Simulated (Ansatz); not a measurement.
Compare A (`CC1C=CC=C1`) with its isomer B (`C1CC2=C1CC2`).

Calculated with Ansatz (gas phase, PBE0-D4/def2-TZVP geometries, no zero-point term in ΔE). CCSD(T)/CBS is the MP2 limit (def2-TZVPP, def2-QZVPP) plus CCSD(T) − MP2 in def2-TZVPP, frozen cores. Functionals use def2-TZVPP. B3LYP here is the variant with VWN-RPA as its local correlation; programs differ in this.

Which is lower in electronic energy at CCSD(T)/CBS, and by how much? (Estimate.)

The calculation gave: A, by 271.1 kJ/mol.

Give E(B) − E(A) in kJ/mol with r2SCAN-D4, B2PLYP, BLYP-D4, B3LYP, MP2/def2-TZVPP, CCSD(T)/def2-SVP, CCSD(T)/def2-TZVPP. (Estimate.)

Computed: r2SCAN-D4 272.6, B2PLYP 275.2, BLYP-D4 279.3, B3LYP 274.2, MP2/def2-TZVPP 268.7, CCSD(T)/def2-SVP 273.2, CCSD(T)/def2-TZVPP 269.8. None reverses the order clearly.

Does the order hold for the free energy at 298.15 K (harmonic terms from PBE0-D4)? (Best estimate.)

The calculation gave: Yes: G(B) − G(A) = +272.7 kJ/mol.

Largest T1 diagnostic: 0.011.

From PBE to PBE0 (25 % exact exchange), in def2-TZVPP and without D4, E(B) − E(A) moves by +4.4 kJ/mol. In def2-TZVPP, CCSD(T) changes the Hartree–Fock value by −24.1 kJ/mol (the triples alone add −0.6 kJ/mol) and MP2 by −25.2 kJ/mol.
